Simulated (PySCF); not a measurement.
Molecule: `COC(C)=S`, C3H6OS.

Numbering as in the mapped SMILES `[CH3:1][O:2][C:3]([CH3:4])=[S:5]` (H(Xn): hydrogen on atom n).

Geometry PBE0-D3(BJ)/def2-SVP throughout; GIAO in PySCF 2.14, gas phase, one conformer, non-relativistic; equivalent atoms averaged; functional PBE0.

For orientation, IGLO-III gives these shifts δ (against TMS, H2O, CS2 at the same level): C3 229.4, C1 58.0, C4 31.8, O2 239.3, S5 498.4, H(C1) 3.88, H(C4) 2.68 ppm.

A run gave: C3 224.3, C1 56.6, C4 31.2, O2 242.6, S5 454.7, H(C1) 3.82, H(C4) 2.65 ppm (shifts δ (against TMS, H2O, CS2 at the same level)).

**Question.** Which basis set was used in that run?
A. pcSseg-2
B. cc-pVTZ
C. 6-31G*
D. def2-TZVP

**Answer.** B. S5 tells them apart best: cc-pVTZ gives 454.7, def2-TZVP gives 496.4, 6-31G* gives 446.0, pcSseg-2 gives 484.3 ppm.
